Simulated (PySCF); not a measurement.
All values below come from TPSSh-D3(BJ)/def2-TZVP // PBE0-D3(BJ)/def2-TZVP (PySCF). All species are isolated molecules in the gas phase. Delta-SCF ions had no search for a lower state. 

Reference species (SMILES): `C` (neutral, multiplicity 1).

```
Quantity                                   Result
--------------------------------------  ---------
HOMO–LUMO gap                            11.68 eV
vertical ionisation energy (Delta-SCF)   14.04 eV
HOMO                                    -10.24 eV
```

After one change: the HOMO–LUMO gap falls by 6.21 eV; the vertical ionisation energy (Delta-SCF) falls by 3.59 eV; the HOMO goes up by 2.60 eV.

**Question.** Name the change that produced these shifts. The new species is one of these.
(A) `[InH3]`
(B) `[LiH]`
(C) `I`
(D) `[SbH3]`

**Answer.** A, `[InH3]`
